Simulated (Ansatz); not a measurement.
# Property card for BiPd

Theory: Ansatz 0.2.0, DFT r2SCAN, scalar-relativistic, plane waves, PAW.

Settings: cutoff 500 eV, Γ-centred mesh 12×12×8 on the computed 4-atom cell, Gaussian smearing of 0.10 eV; no spin polarisation.

The structure is relaxed at this level of theory with its symmetry kept. Whether it is the stable form of this composition wasn't checked.

```yaml
crystal:
  lattice:
    - [4.26396, 0.00000, 0.00000]
    - [-2.13198, 3.69270, 0.00000]
    - [0.00000, 0.00000, 5.75112]
  atoms:
    - { symbol: Bi, position: [0.33333, 0.66667, 0.25000] }
    - { symbol: Bi, position: [0.66667, 0.33333, 0.75000] }
    - { symbol: Pd, position: [0.00000, 0.00000, 0.00000] }
    - { symbol: Pd, position: [0.00000, 0.00000, 0.50000] }
```

- Space group: P6_3/mmc (No. 194)
- Volume per atom: 152.8 bohr³
- Formation energy from the elements' standard states (uncorrected): -0.300 eV/atom
- Generalised Kohn–Sham band gap: none (metal)
- Density of states at the Fermi level: 1.68 states/eV per cell
- Löwdin character within 0.5 eV of the Fermi level: Bi 6p 59 %, Pd 4d 32 %, unprojected 5 %
- Bulk modulus: 99 GPa
- Its pressure derivative: 5.0
- Bader charges (e): Bi (2 in the cell) 0.43, Pd (2 in the cell) -0.43

Spin-orbit coupling is left out, which matters for the bands of heavy elements.

Cost: 9 runs of about 20 core-minutes in all, on Arm Neoverse V1 (shared hosts).